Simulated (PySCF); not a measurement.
Ethylene, SMILES C=C (PBE0/def2-SVP optimised geometry):

```
6

C     -0.350    -0.566     0.000
C      0.350     0.566     0.000
H      0.140    -1.545     0.000
H     -1.444    -0.566     0.000
H     -0.140     1.545     0.000
H      1.444     0.566     0.000
```

Calculation: PBE0/def2-TZVP (PySCF).

Problem. What are the frontier orbital energies and the dipole moment?

Solution. HOMO-2 -11.81 eV, HOMO-1 -9.95 eV, HOMO -7.87 eV, LUMO 0.10 eV, LUMO+1 2.09 eV; dipole moment 0.00 D.

On the same geometry PySCF 2.14.0 with PBE/def2-TZVP gives HOMO-2 -10.16 eV, HOMO-1 -8.47 eV, HOMO -6.74 eV, LUMO -0.97 eV, LUMO+1 1.25 eV; dipole moment 0.00 D.

Meta-Löwdin charges at PBE0/def2-TZVP: C1 -0.25, C2 -0.25, H3 0.12, H4 0.12, H5 0.12, H6 0.12.
